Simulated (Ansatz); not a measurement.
Energy landscape of H2Be, singlet: collinear H-Be-H surface. Scanned: H-Be distance and Be-H distance.

Cartesian coordinates as functions of the variables (Å; names that start with a are angles):
```
H  0  0  -r1
Be  0  0  0
H  0  0  r2
```

Level of theory: CCSD(T) on RHF/cc-pVDZ, frozen core run with Ansatz (a program for electronic structure).

Energy in kcal/mol above the lowest grid point; x is the H-Be distance (Å), y the Be-H distance (Å).

```csv
y \ x,1.13,1.21,1.28,1.33,1.40,1.48,1.56,1.63,1.72,1.84,2
2,45.2,38.2,35.3,34.6,35.2,37.5,41.0,44.8,50.4,58.3,69.1
1.85,35.0,27.9,25.0,24.4,25.0,27.3,30.8,34.6,40.2,48.2,59.0
1.72,26.3,19.3,16.4,15.7,16.3,18.6,22.2,26.0,31.5,39.5,50.4
1.62,20.2,13.2,10.3,9.6,10.2,12.5,16.1,19.9,25.4,33.4,44.3
1.54,16.0,9.0,6.1,5.4,6.0,8.3,11.9,15.7,21.2,29.2,40.1
1.46,12.7,5.7,2.8,2.2,2.8,5.1,8.6,12.4,17.9,25.9,36.8
1.41,11.4,4.3,1.4,0.8,1.4,3.7,7.2,11.0,16.5,24.5,35.4
1.35,10.6,3.5,0.7,0.0,0.6,2.9,6.4,10.2,15.7,23.7,34.6
1.24,12.6,5.5,2.6,2.0,2.6,4.9,8.4,12.2,17.7,25.7,36.6
1.19,15.5,8.4,5.5,4.9,5.5,7.8,11.3,15.1,20.6,28.6,39.5
1.13,21.1,14.1,11.2,10.6,11.2,13.5,17.0,20.8,26.3,34.3,45.2
```

Points that lie below all their neighbours on the grid: x = 1.33, y = 1.35 (0.0 kcal/mol).
